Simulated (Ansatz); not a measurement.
# Cr–CH$_{2}$⁺, sextet in def2-SVP: errors against UCCSDT(Q)

Geometry: displaced at random from a stationary point.

```yaml
atoms:
  - { symbol: Cr, position_ang: [0.0314, 0.0001, 0.4402] }
  - { symbol: C, position_ang: [-0.1335, 0.0084, -1.5416] }
  - { symbol: H, position_ang: [-0.0568, 0.8729, -2.1774] }
  - { symbol: H, position_ang: [0.0263, -0.9761, -2.1592] }
```

Basis def2-SVP; Ansatz 0.2.0. Correlated methods freeze the noble-gas cores, which leaves 11 electrons in 45 orbitals. R marks a restricted (for open shells ROHF) determinant, U an unrestricted one. No spin–orbit coupling is included, and no scalar relativity. The metal's outer-core shells are frozen, which leaves out core–valence correlation.

Full CI isn't at hand for all of this; UCCSDT(Q) serves as the reference, and is uncertain by about the last step of the cluster series. The frozen core follows each run's orbitals, which can shift R against U totals by a few meV for light atoms and by up to 0.1 eV past Ca.

Coupled cluster chose its determinant by trial CCSD, here up to 0.12 eV above the lowest Hartree–Fock solution of its kind, and MP2 stands on that determinant too.

The UHF ⟨S²⟩ is 8.991 and the ⟨S²⟩ of the determinant under UCCSD is 8.817. The T1 diagnostic (RCCSD) is 0.0649 and the largest doubles amplitude (RCCSD) is 0.076. The T1 diagnostic (UCCSD) is 0.0764.

```csv
level,E − E(UCCSDT(Q)) (mEh),share of correlation (%),wall time
UMP2,42.60,81.03,–
UCCSD,9.19,95.91,–
UCCSD(T),2.15,99.04,33 s
UCCSDT,0.65,99.71,–
```

The correlation energy at UCCSDT(Q), counted from RHF, is -6.110 eV. That run took 3.1 min on 1 thread of Arm Neoverse V2, shared host.

Run but not shown, since their state or frozen core can't be matched to the reference's or they repeat it: RHF, UHF, RMP2, CISD, RCCSD, RCCSD(T), RCCSDT, RCCSDT(Q).

Times hold each run's SCF and search for its determinant on a shared host, so for small cases they say little of a method's own cost; they ran on 1 thread of Arm Neoverse V2.
